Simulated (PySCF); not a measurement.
These are B3LYP-D3(BJ)/def2-TZVP // PBE0-D4/def2-TZVP (PySCF) values and carry that method's errors. Gas-phase values, no solvent. B3LYP has the VWN-RPA correlation part, as in Gaussian. 

Reference species (SMILES): `C[CH2]` (neutral, multiplicity 2).

| Property | Result |
|---|---|
| highest occupied spin orbital | -5.61 eV |

Changed species: `[NH2]` (radical fragment; the reference has radical fragment).

Q: Give the shifts of the highest occupied spin orbital.

A: the highest occupied spin orbital drops by 2.83 eV, to -8.44 eV.
